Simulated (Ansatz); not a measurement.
Loss of C2H6: C4H8 → C2H2 + C2H6

Species: C4H8 (cis-2-butene) `C/C=C\C`, singlet; C2H2 (acetylene) `C#C`, singlet; C2H6 (ethane) `CC`, singlet. 

Shapes, held fixed at every level: PBE0-D4/def2-TZVP. Programs: Ansatz 0.2.0. The zero-point and thermal change to 298 K, harmonic and unscaled (PBE0-D4/def2-TZVP), is -12.2 kJ/mol.

**What was measured.** Tabulated heats of formation (Active Thermochemical Tables): C4H8 -7.3; C2H2 +228.3; C2H6 -83.8 kJ/mol, which give ΔH(298 K) = +151.9 kJ/mol.

```csv
level,kind,ΔH (kJ/mol),computed − measured
HF/def2-SVP,Hartree–Fock,+148.2,-3.6
PBE-D4/def2-TZVPP,GGA,+174.7,+22.8
r2SCAN-D4/def2-TZVPP,meta-GGA,+170.8,+19.0
B3LYP-D4/def2-TZVPP,global hybrid,+157.9,+6.0
BHLYP-D4/def2-TZVPP,global hybrid,+165.4,+13.5
CCSD/def2-SVP,coupled cluster or CI,+157.3,+5.4
CCSD/def2-TZVPP,coupled cluster or CI,+148.7,-3.2
CCSD(T)/CBS estimate,coupled cluster or CI,+150.7,-1.2
```

Nearest: CCSD(T)/CBS estimate (-1.2); farthest: PBE-D4/def2-TZVPP (+22.8). 5 of 8 levels lie within 10 kJ/mol. The CBS estimate extrapolates MP2 from def2-TZVPP and def2-QZVPP and adds CCSD(T) − MP2 in the triple-zeta set, cores frozen.
